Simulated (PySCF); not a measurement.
# How the method moves the adiabatic energies of losing or gaining an electron of diphosphine

Structure: `PP` (H4P2).

All levels share the PBE0-D3(BJ)/def2-SVP structures and the PBE0-D3(BJ)/def2-SVP thermal terms; only the single-point energies (PySCF) change. Values are adiabatic energies of losing or gaining an electron (0 K, eV).

```
                    level  ionisation energy to the radical cation   time
          HF/ma-def2-TZVP                                     7.72  2.9 s
B3LYP-D3(BJ)/ma-def2-TZVP                                     8.67      –
     CCSD(T)/ma-def2-TZVP                                     8.70  4 min
         MP2/ma-def2-TZVP                                     8.70   12 s
```

Times are wall times for all single points of a level on 1 thread of Intel Xeon Platinum 8259CL @ 2.50GHz, a shared host; the dash marks the run that also made the structures.

Hartree-Fock leaves out electron correlation, so its ionisation energies and electron affinities from energy differences mostly come out too low, often by 1 eV or more, where an electron pair is broken or made.

The spread: 0.98 eV, from 7.72 to 8.70.

---

**Level of theory and adiabatic energies of losing or gaining an electron: methylenimine**

Structure: `C=N` (CH3N).

All levels share the PBE0-D3(BJ)/ma-def2-SVP structures and the PBE0-D3(BJ)/ma-def2-SVP thermal terms; only the single-point energies (PySCF) change. Values are adiabatic energies of losing or gaining an electron (0 K, eV).

```tsv
level	ionisation energy to the radical cation	abs. error	time
HF/jun-cc-pV(T+d)Z	8.46	1.48	3.7 s
PBE0-D3(BJ)/ma-def2-TZVP	9.70	0.25	–
CCSD(T)/jun-cc-pV(T+d)Z	9.86	0.08	17 min
MP2/jun-cc-pV(T+d)Z	10.16	0.21	24 s
ATcT 1.112	9.94
```

Times are wall times for all single points of a level on 1 thread of Arm Neoverse V2, a shared host; the dash marks the run that also made the structures.

Hartree-Fock leaves out electron correlation, so its ionisation energies and electron affinities from energy differences mostly come out too low, often by 1 eV or more, where an electron pair is broken or made.

The spread: 1.70 eV, from 8.46 to 10.16.

---

Level of theory and adiabatic energies of losing or gaining an electron: `[PH3]=S` (H3PS)

All levels share the PBE0-D3(BJ)/ma-def2-SVP structures and the PBE0-D3(BJ)/ma-def2-SVP thermal terms; only the single-point energies (PySCF) change. Values are adiabatic energies of losing or gaining an electron (0 K, eV).

```csv
level,ionisation energy to the radical cation,time
HF/ma-def2-TZVP,7.76,3.4 s
CCSD(T)/ma-def2-TZVP,8.94,4.1 min
B3LYP-D3(BJ)/ma-def2-TZVP,9.04,–
MP2/ma-def2-TZVP,9.07,13 s
```

Times are wall times for all single points of a level on 1 thread of INTEL XEON PLATINUM 8581C @ 2.30GHz, a shared host; the dash marks the run that also made the structures.

Hartree-Fock leaves out electron correlation, so its ionisation energies and electron affinities from energy differences mostly come out too low, often by 1 eV or more, where an electron pair is broken or made.

The spread: 1.31 eV, from 7.76 to 9.07.
